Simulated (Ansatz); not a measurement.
The parent structure is Pd in the fcc (Cu type) structure (space group Fm-3m, No. 225).

```
CELL_PARAMETERS angstrom
      0.00000     1.93760     1.93760
      1.93760     0.00000     1.93760
      1.93760     1.93760     0.00000
ATOMIC_POSITIONS crystal
  Pd 0.00000 0.00000 0.00000
```

Level of theory: PBEsol/PAW in Ansatz (a program for electronic structure), no spin-orbit coupling.

Now apply this change: every Pd is replaced by Rh; the structure is relaxed again.

Measured lattice parameter a: Pd 3.876 Å (static lattice; corrected from measurement; as listed in Daniel Mejia-Rodriguez, S. B. Trickey, Phys. Rev. B (2018)); Rh 3.794 Å (static lattice; corrected from measurement; as listed in Daniel Mejia-Rodriguez, S. B. Trickey, Phys. Rev. B (2018)).

**Question.** How well does PBEsol reproduce the measured shift?

**Answer.** With PBEsol the lattice parameter a moves by -0.095 Å (3.875 → 3.780) against -0.082 Å measured.

Stability against distortions was not tested. The final runs are not spin-polarised.
